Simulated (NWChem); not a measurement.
## Ionisation of pyrrole (C$_{4}$H$_{5}$N)

```
N
H 1 1.0098
C 1 1.3659 2 124.97
C 1 1.3659 2 124.97 3 180.00
C 4 1.3790 1 107.75 2 180.00
C 3 1.3790 1 107.75 2 180.00
H 3 1.0878 1 121.36 2 0.00
H 4 1.0878 1 121.36 2 0.00
H 5 1.0884 4 125.81 8 0.00
H 6 1.0884 3 125.81 7 0.00
```
Charge 0, spin multiplicity 1.

All runs are NWChem calculations. All single points use one geometry, from PBE0/def2-SVP, a minimum by its harmonic frequencies.

Basis set: def2-TZVP. The species with one electron less has spin multiplicity 2 and keeps the geometry of the parent. Δ marks differences of total energies (open shells unrestricted). −ε marks an orbital energy of the parent. That orbital need not have the symmetry of the hole or added electron in the Δ rows.

B3LYP has NWChem's definition, with VWN1-RPA local correlation. The stability of the SCF solutions was not checked.

Q: One of these methods gave a first vertical ionisation energy of 8.05 eV. Which?
A. −ε(HOMO) of PBE
B. −ε(HOMO) of B3LYP
C. −ε(HOMO) of HF
D. ΔB3LYP

A: C, −ε(HOMO) of HF. The others give 5.88 (−ε(HOMO) of B3LYP), 5.08 (−ε(HOMO) of PBE), 8.23 (ΔB3LYP).
